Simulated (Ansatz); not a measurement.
Isomers of C2H6B, relaxed with PBE0-D4/def2-TZVP in Ansatz; electronic energies, one conformer each and not always the lowest. Functionals use def2-TZVPP; CBS adds triple-zeta CCSD(T) − MP2 to the MP2 limit of def2-TZVPP and def2-QZVPP.

Question: Order them by energy at frozen-core CCSD(T)/CBS, lowest first. (Estimate.)
A. `[CH2]BC`•
B. `C[B]C`•
C. `[BH]CC`•

Answer: A (0.0 kJ/mol), B (31.6 kJ/mol), C (93.9 kJ/mol).

Question: How do HF/CBS(def2), B3LYP, MP2/CBS(def2), B3LYP-D4 place them (kJ/mol, against `[CH2]BC`•)? (An estimate is asked.)

Answer: The calculation gave: 
| isomer | HF/CBS(def2) | B3LYP | MP2/CBS(def2) | B3LYP-D4 |
| --- | --- | --- | --- | --- |
| `C[B]C`• | 49.6 | 33.7 | 23.8 | 33.0 |
| `[BH]CC`• | 105.5 | 100.3 | 86.9 | 98.9 |

B3LYP here is the variant with VWN-RPA as its local correlation; programs differ in this.
